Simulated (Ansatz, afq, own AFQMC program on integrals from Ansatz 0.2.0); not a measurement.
**Where AFQMC and coupled cluster stand for BHO, singlet**

| atom | x (Å) | y (Å) | z (Å) |
| --- | --- | --- | --- |
| B | -0.4458 | 0.0000 | 0.5126 |
| O | 0.2843 | 0.0000 | -0.4372 |
| H | 0.2689 | 0.0000 | 1.4423 |

Connectivity, by distances: BH–O.

Basis cc-pVDZ. Only valence electrons are correlated. Integrals, coupled cluster, full CI and functionals: Ansatz 0.2.0; the random walks run on the same integrals in our own AFQMC program. ph-AFQMC/CISD is guided by a CISD state made of CCSD amplitudes; releasing the constraint for a short imaginary time cuts its bias at the price of noise, slowly where states lie close. Free projection: walkers drawn from exp(T), propagated without any constraint. Its projection time is finite, and what remains of the start isn't in its error. ± is one standard error of the sampling.

Determinant: UHF, the one that the program's search chose, which needn't be the lowest solution. The geometry is a point of a scan.

No full CI on the walks' own integrals is used here; CCSDT(Q) serves as the reference and is uncertain by about the last step of the cluster series.

Cautions: higher spins were not checked; an unrestricted solution with more broken spin lies lower (113 meV, ⟨S²⟩ 0.38), while this determinant keeps restricted orbitals; raised T1 diagnostic (T1 0.026, weight of the determinant 0.88, largest double 0.13).

The T1 diagnostic is 0.0259. The weight of the determinant in the CISD state is 0.882, the ⟨S²⟩ of the determinant is 0.000 and the size of the correlated space is 10 electrons in 31 orbitals.

```csv
level,correlation energy (eV)
MP2,-7.6927
CCSD,-7.8688
CCSD(T),-8.1850
```

(1) Estimate where free-projection AFQMC lies against CCSD(T) on the same integrals.

(1) 4.0 ± 2.1 kJ/mol below CCSD(T). The gap is under twice the noise, so this walk alone can't tell the two apart.

Reference: CCSDT(Q), correlation energy -8.239 eV. The released energy is read at 2.40 1/Eh (meV from the phaseless value at times in 1/Eh: -9 ± 22 at 0.24, -9 ± 18 at 0.51, -4 ± 13 at 0.99, -10 ± 19 at 1.62, 12 ± 24 at 2.40).

| level | E − E(reference) (kJ/mol) | share of correlation (%) |
| --- | --- | --- |
| CCSD(T) | 5.2 | 99.34 |
| CCSDT | 3.7 | 99.54 |
| ph-AFQMC/HF | 3.0 ± 5.6 | 99.62 |
| ph-AFQMC/CISD | 3.3 ± 1.7 | 99.59 |
| released AFQMC | 4.4 ± 2.3 | 99.44 |
| free AFQMC | 1.3 ± 2.1 | 99.84 |

Free projections are given only where their last times agree within the noise and don't stop above the reference; a slow remainder of the start can still hide under it. A walk keeps the symmetry of its determinant, which the program's search chose and which needn't be the lowest solution, so a lower state of the same spin and another symmetry isn't excluded. Released energies are given only where the last usable release times agree within the noise; a slower fall can still hide under it.
